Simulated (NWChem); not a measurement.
# CH6N2 (methylhydrazine) at 4 levels

Aim: a comparison of 4 runs (HF/STO-3G, HF/3-21G, B3LYP/6-31G*) of CH6N2 (methylhydrazine). 

Program for the calculation: NWChem 7.3.0.

### Step 1. The system as given

The species is CH6N2 (9 atoms), meant as a singlet with charge 0. As SMILES, `CNN`. The coordinates come from a PBE0-D4/def2-TZVP relaxation. This is one conformer, not always the lowest.

Bond lengths: C1–N2 1.445 Å, N2–N3 1.412 Å, C1–H4 1.102 Å, C1–H5 1.093 Å, C1–H6 1.091 Å, N2–H7 1.015 Å, N3–H8 1.017 Å, N3–H9 1.011 Å. Some angles: C1–N2–N3 110.6°, C1–N2–H7 109.7°, N3–N2–H7 111.5°, N2–C1–H4 114.0°, N2–C1–H5 108.8°, N2–C1–H6 109.0°, N2–N3–H8 112.5°, N2–N3–H9 108.7°, H4–C1–H5 108.3°, H4–C1–H6 107.9°.

### Step 2. Energy and forces at HF/STO-3G (run 1)

sp.xyz

```xyz
9
CH6N2
C     -0.632300     0.772800    -0.416900
N      0.617000     0.174400    -0.007000
N      0.386900    -0.878100     0.905200
H     -1.339400     0.063700    -0.877000
H     -0.423200     1.566400    -1.138500
H     -1.118900     1.213000     0.454700
H      1.126500    -0.146800    -0.824300
H      0.164900    -1.755100     0.439600
H      1.218500    -1.010300     1.464200
```

sp.nw

```
start sp
title "CH6N2"
memory stack 880 mb heap 220 mb global 1100 mb
charge 0
geometry units angstrom noautosym nocenter noautoz
   load format xyz sp.xyz
end
basis spherical bse
   C library STO-3G
   N library STO-3G
   H library STO-3G
end
scf
   thresh 1e-08
   maxiter 80
end
task scf gradient
```

Run with:

```
$ nwchem sp.nw > sp.out
```

Standard output:

```text
[...]
  functions       =    21
[...]
  wavefunction    = RHF
[...]
         Total SCF energy =   -148.323600788354
      One-electron energy =   -369.241850561989
      Two-electron energy =    136.354763904381
 Nuclear repulsion energy =     84.563485869253
        Time for solution =      0.5s
[...]
                         RHF ENERGY GRADIENTS
    atom               coordinates                        gradient
                 x          y          z           x          y          z
   1 C      -1.194874   1.460380  -0.787827    0.032940  -0.013975   0.012826
   2 N       1.165961   0.329568  -0.013228   -0.023457  -0.017207  -0.010396
   3 N       0.731135  -1.659368   1.710580    0.025537   0.000108  -0.021443
   4 H      -2.531099   0.120376  -1.657290   -0.004967  -0.003649  -0.002342
   5 H      -0.799732   2.960067  -2.151453    0.001075   0.002139  -0.001911
   6 H      -2.114414   2.292238   0.859258   -0.000544   0.000667   0.002060
   7 H       2.128776  -0.277412  -1.557701   -0.010300   0.009812   0.020125
   8 H       0.311616  -3.316658   0.830724   -0.000087   0.016863   0.010913
   9 H       2.302631  -1.909190   2.766937   -0.020198   0.005242  -0.009832
[...]
```

Wall time 1.2 s (1 thread of Intel Xeon Platinum 8488C (Sapphire Rapids), shared host); peak memory 0.099 GiB.

### Step 3. Energy and forces at HF/3-21G (run 2)

a.nw

```
echo
START a
memory 2200 mb

GEOMETRY units angstrom noautosym nocenter noautoz
 C    -0.632300    0.772800   -0.416900
 N     0.617000    0.174400   -0.007000
 N     0.386900   -0.878100    0.905200
 H    -1.339400    0.063700   -0.877000
 H    -0.423200    1.566400   -1.138500
 H    -1.118900    1.213000    0.454700
 H     1.126500   -0.146800   -0.824300
 H     0.164900   -1.755100    0.439600
 H     1.218500   -1.010300    1.464200
END

BASIS spherical bse
 * library 3-21G
END

SCF
 thresh 1e-08
 maxiter 80
END

TASK scf gradient
```

Run with:

```
$ nwchem a.nw > a.out
```

Standard output:

```text
[...]
  functions       =    39
[...]
  wavefunction    = RHF
[...]
         Total SCF energy =   -149.361516565748
      One-electron energy =   -369.666026615398
      Two-electron energy =    135.741024180397
 Nuclear repulsion energy =     84.563485869253
        Time for solution =      0.6s
[...]
                         RHF ENERGY GRADIENTS
    atom               coordinates                        gradient
                 x          y          z           x          y          z
   1 C      -1.194874   1.460380  -0.787827    0.020651  -0.014617   0.002773
   2 N       1.165961   0.329568  -0.013228   -0.013387  -0.008185   0.025504
   3 N       0.731135  -1.659368   1.710580   -0.006848   0.029546  -0.017803
   4 H      -2.531099   0.120376  -1.657290   -0.005357  -0.003946  -0.003138
   5 H      -0.799732   2.960067  -2.151453    0.001687   0.004481  -0.004063
   6 H      -2.114414   2.292238   0.859258   -0.003935   0.003822   0.006031
   7 H       2.128776  -0.277412  -1.557701   -0.001645  -0.003553  -0.005093
   8 H       0.311616  -3.316658   0.830724    0.002600  -0.004754  -0.002370
   9 H       2.302631  -1.909190   2.766937    0.006233  -0.002793  -0.001840
[...]
```

It took 1.2 s on 1 thread of Intel Xeon Platinum 8488C (Sapphire Rapids), shared host; peak memory 0.099 GiB.

Run 3 isn't shown in full; the table further down has it.

### Step 4. Energy and forces at B3LYP/6-31G(d) (Cartesian functions) (run 4)

run.py

```python
from ase import Atoms
from ase.calculators.nwchem import NWChem

molecule = Atoms('CNNHHHHHH', positions=[
    [-0.632300, 0.772800, -0.416900],
    [0.617000, 0.174400, -0.007000],
    [0.386900, -0.878100, 0.905200],
    [-1.339400, 0.063700, -0.877000],
    [-0.423200, 1.566400, -1.138500],
    [-1.118900, 1.213000, 0.454700],
    [1.126500, -0.146800, -0.824300],
    [0.164900, -1.755100, 0.439600],
    [1.218500, -1.010300, 1.464200],
])

calc = NWChem(
    label='mymol',
    theory='dft',
    memory='2200 mb',
    basis='6-31G*',
    dft={'xc': 'b3lyp', 'mult': '1', 'grid': 'xfine', 'convergence': 'energy 1e-08', 'iterations': '100', 'mulliken': None},
)
molecule.calc = calc

forces = molecule.get_forces()
print(f"energy = {molecule.get_potential_energy():.6f} eV")
print("forces (eV/A):")
for s, f in zip(molecule.symbols, forces):
    print(f"{s:2s} {f[0]:10.5f} {f[1]:10.5f} {f[2]:10.5f}")
print("dipole (e A):", molecule.get_dipole_moment().round(4))
```

Run with:

```
$ export ASE_NWCHEM_COMMAND="nwchem PREFIX.nwi > PREFIX.nwo"
$ python run.py
```

Standard output:

```text
energy = -4113.473615 eV
forces (eV/A):
C    -0.20240    0.09457   -0.06258
N     0.32740    0.27722    0.08428
N    -0.31028   -0.03528    0.34149
H    -0.12300   -0.06263   -0.06870
H     0.02556    0.07986   -0.08937
H    -0.04839    0.02576    0.07976
H     0.12897   -0.06788   -0.26179
H    -0.01342   -0.25706   -0.11400
H     0.21556   -0.05456    0.09091
dipole (e A): [ 0.1307 -0.2789 -0.2806]
```

The calculator wrote mymol.nwi:

```
title "mymol"

permanent_dir mymol

scratch_dir mymol

start mymol

geometry units angstrom nocenter noautosym noautoz
  C  -6.3229999999999997e-01 7.7280000000000004e-01 -4.1689999999999999e-01
  N  6.1699999999999999e-01 1.7440000000000000e-01 -7.0000000000000001e-03
  N  3.8690000000000002e-01 -8.7809999999999999e-01 9.0520000000000000e-01
  H  -1.3393999999999999e+00 6.3700000000000007e-02 -8.7700000000000000e-01
  H  -4.2320000000000002e-01 1.5664000000000000e+00 -1.1385000000000001e+00
  H  -1.1189000000000000e+00 1.2130000000000001e+00 4.5469999999999999e-01
  H  1.1265000000000001e+00 -1.4680000000000001e-01 -8.2430000000000003e-01
  H  1.6489999999999999e-01 -1.7551000000000001e+00 4.3959999999999999e-01
  H  1.2184999999999999e+00 -1.0103000000000000e+00 1.4641999999999999e+00
end

memory 2200 mb

basis noprint
   * library 6-31G*
end

dft
  xc b3lyp
  mult 1
  grid xfine
  convergence energy 1e-08
  iterations 100
  mulliken
end

task dft gradient
```

mymol.nwo:

```text
Northwest Computational Chemistry Package (NWChem) 7.3.0
             --------------------------------------------------------

           Job information
           ---------------

    nwchem branch   = 7.3.0
    use scalapack   = T
    input           = mymol.nwi
    prefix          = mymol.
    data base       = mymol/mymol.db
    status          = startup
    nproc           =        1

           Memory information
           ------------------

    heap     =     72089596 doubles =      550.0 Mbytes
    stack    =     72089601 doubles =      550.0 Mbytes
    global   =    144179200 doubles =     1100.0 Mbytes (distinct from heap & stack)
    total    =    288358397 doubles =     2200.0 Mbytes
    verify   = yes
    hardfail = no

[... 105 lines left out ...]
  convergence criterion.
[... 40 lines left out ...]
          Spatial weights used:  Erf1
[... 77 lines left out ...]
         Total DFT energy =     -151.167368353320
[... 3 lines left out ...]
 Nuclear repulsion energy =       84.563485869253
[... 468 lines left out ...]
          Convergence on gradient requested:  5.00D-04
[... 27 lines left out ...]
          total energy or number of iterations.
[... 26 lines left out ...]
                         DFT ENERGY GRADIENTS

    atom               coordinates                        gradient
                 x          y          z           x          y          z
   1 C      -1.194874   1.460380  -0.787827    0.003936  -0.001839   0.001217
   2 N       1.165961   0.329568  -0.013228   -0.006367  -0.005391  -0.001639
   3 N       0.731135  -1.659368   1.710580    0.006034   0.000686  -0.006641
[... 5 lines of this table left out ...]
   9 H       2.302631  -1.909190   2.766937   -0.004192   0.001061  -0.001768

                 ----------------------------------------
                 |  Time  |  1-e(secs)   |  2-e(secs)   |
                 ----------------------------------------
                 |  CPU   |       0.00   |       0.47   |
                 ----------------------------------------
                 |  WALL  |       0.00   |       0.47   |
                 ----------------------------------------

 Task  times  cpu:       16.3s     wall:       16.3s
 Total times  cpu:       16.3s     wall:       16.3s
```

It took 17 s on 1 thread of Intel Xeon Platinum 8488C (Sapphire Rapids), shared host; peak memory 0.14 GiB.

### Step 5. Overview of the runs

```csv
run,level,iteration cap,module,energy (Eh),dipole moment (D),HOMO energy (eV),LUMO energy (eV),wall time
1,HF/STO-3G,80,scf,-148.323601,2.02,-8.50,16.16,1.2 s
2,HF/3-21G,80,scf,-149.361517,2.30,-9.94,7.07,1.2 s
3,B3LYP/6-31G* (spherical functions),100,dft,-151.164468,1.99,-5.99,2.12,16 s
4,B3LYP/6-31G* (Cartesian functions),100,dft,-151.167368,2.00,-5.99,2.10,17 s
```

### Step 6. Outcome

```
                       quantity          value
            run 4: total energy  -151.16737 Eh
           run 4: dipole moment         2.00 D
             run 4: HOMO energy       -5.99 eV
             run 4: LUMO energy        2.10 eV
           run 4: HOMO–LUMO gap        8.09 eV
run 4: largest force on an atom     0.463 eV/Å
```

What this shows: The dipole moment (its size) runs from 1.99 D (B3LYP/6-31G*) to 2.30 D (HF/3-21G). The two ends differ in method and basis. The HOMO–LUMO gap runs from 8.09 eV (B3LYP/6-31G*) to 24.66 eV (HF/STO-3G). In run 1 the basis is minimal, so the values are rough. All runs together took 36 s, the longest 17 s.
